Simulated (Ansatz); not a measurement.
`FC1=CCC1F` → 4 C• + 2 F• + 4 H•  (atomization)

Computed with Ansatz on PBE0-D4/def2-TZVP structures; ΔE is electronic, products minus reactants. CBS: MP2 limit from def2 TZ/QZ plus the TZ coupled-cluster correction, frozen cores. This one scheme is used for every species, atoms too. No spin–orbit coupling; open shells (•) take unrestricted orbitals. Spin–orbit coupling would lower the free atoms: a little for C, F.

```csv
species,CCSD(T)/CBS(def2) energy (Eh)
`FC1=CCC1F`,-354.12910
C•,-37.79194
F•,-99.66871
H•,-0.50000
```

Work out ΔE.

ΔE = 4 × (-37.79194) + 4 × (-0.50000) + 2 × (-99.66871) − (-354.12910) = 1.62392 Eh = +44.19 eV.

Largest T1 diagnostic among the species: 0.012.

From BLYP to BHLYP (50 % exact exchange), in def2-TZVPP and without D4, ΔE moves by −1.76 eV: exact exchange takes away binding that semilocal exchange gives to molecules. The D4 term adds +0.30 eV with B3LYP and +0.15 eV with PBE0; it sums over pairs of atoms, weighted by their polarisabilities, and B3LYP, whose exchange is more repulsive, gets the larger term. Leaving LDA and LC-ωPBE aside and taking each functional with its dispersion term where it has one, the values, not all of them listed here, spread over 3.76 eV, from BHLYP-D4 to PBE-D4. LDA lies +6.32 eV from PBE without D4, its usual overbinding.

B3LYP here is the variant with VWN-RPA as its local correlation; programs differ in this.

For atomizations the MP2-based limit and the directly extrapolated one differ by several kJ/mol either way, and by 10 to 25 for some Ge, Se and Sn compounds, so smaller differences from it don't rank the levels.
